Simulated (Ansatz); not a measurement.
C2H4Si (`C1=C[SiH2]1`). Total charge 0; spin multiplicity 1.

Z-matrix (Å, degrees):
```
Si
C 1 1.808
C 1 1.808 2 43.2
H 1 1.482 2 121.6 3 104.1
H 1 1.482 2 121.6 3 -104.1
H 2 1.083 1 155.7 3 -180.0
H 3 1.083 1 155.7 2 -180.0
```

**Question.** Give the diagnostics of a CCSD(T)/def2-TZVPP run (frozen core, the Gaussian-basis code of Ansatz). (Estimate.)

**Answer.** Computed: T1 = 0.0128, largest single amplitude 0.024, largest double 0.073, (T) share of the correlation energy 4.6 %, 9 CCSD cycles. The RHF solution is stable towards an unrestricted one. T1 lies under the customary mark of 0.02 for closed shells.
